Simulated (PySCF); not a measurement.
Species: C6H10.
Cartesian coordinates in Å at the PBE0-D3(BJ)/def2-SVP level; atoms count from 1:
```
atom  x, y, z in Å
C1     2.3734    0.3457   -0.4971
C2     1.6996   -0.5878    0.1780
C3     0.2513   -0.5758    0.4932
C4    -0.7531   -1.0867   -0.5170
C5    -0.7194    0.3674   -0.1521
C6    -1.8282    0.9832    0.6584
H7     3.4407    0.2342   -0.7036
H8     1.8893    1.2547   -0.8665
H9     2.2440   -1.4712    0.5361
H10    0.0221   -0.8481    1.5310
H11   -0.3678   -1.3814   -1.4968
H12   -1.5874   -1.6930   -0.1512
H13   -0.2972    1.0269   -0.9177
H14   -2.6698    1.2915    0.0178
H15   -1.4779    1.8722    1.2066
H16   -2.2196    0.2680    1.3990
```

Computed with PySCF 2.14.0, density-fitted response routines, TDDFT PBE0/def2-SVPD, vertical, gas phase, core orbitals frozen in the response.

Transition dipole moments from the ground state, in atomic units and in the frame of the coordinates above (overall signs are arbitrary), for the states with f of 0.002 or more among the lowest 7:

```tsv
state	E (eV)	μx	μy	μz
S1	6.609	0.997	0.451	-0.232
S2	6.943	-0.160	-0.211	-0.230
S3	7.005	0.426	0.189	-0.368
S4	7.154	-0.426	-0.193	0.058
S5	7.515	0.080	0.281	0.080
S6	7.704	-0.219	-0.093	-0.187
S7	7.842	-0.029	-0.189	-0.170
```

Q: What oscillator strength does each state have?

A: f = (2/3) ΔE |μ|² with ΔE in hartree (27.2114 eV).

```json
{"state": "S1", "|μ|² (au)": "1.252", "|μ| (D)": "2.84", "f": "0.203"}
{"state": "S2", "|μ|² (au)": "0.123", "|μ| (D)": "0.89", "f": "0.021"}
{"state": "S3", "|μ|² (au)": "0.353", "|μ| (D)": "1.51", "f": "0.061"}
{"state": "S4", "|μ|² (au)": "0.222", "|μ| (D)": "1.20", "f": "0.039"}
{"state": "S5", "|μ|² (au)": "0.092", "|μ| (D)": "0.77", "f": "0.017"}
{"state": "S6", "|μ|² (au)": "0.092", "|μ| (D)": "0.77", "f": "0.017"}
{"state": "S7", "|μ|² (au)": "0.065", "|μ| (D)": "0.65", "f": "0.013"}
```

Q: Which bond between heavy atoms lies closest to the direction of the S1 transition dipole?

A: C2–C3, at 24° from it; next C1–C2 at 33°.

Q: What angle do the transition dipoles of S4 and S5 make?

A: |cos θ| = |μa·μb| / (|μa| |μb|) = 0.58, so θ ≈ 54° (taken between 0 and 90°, since the signs are arbitrary).

Q: How is the summed strength of these states shared among x, y and z?

A: (2/3) Σ ΔE μα² gives 0.239 for x, 0.076 for y and 0.055 for z, 0.370 in all.

Q: What peak molar absorption coefficient would the strongest computed level give as a lone Gaussian band 0.3 eV wide at half height?

A: ε(max) = 2.175×10⁸ f / FWHM, with the width in cm⁻¹. S1: 2.175×10⁸ × 0.2027 / 2420 ≈ 18000 L mol⁻¹ cm⁻¹.

The vertical ionisation energy (ΔSCF) is 9.02 eV, 1.18 eV above S7.

One conformer stands for the species.
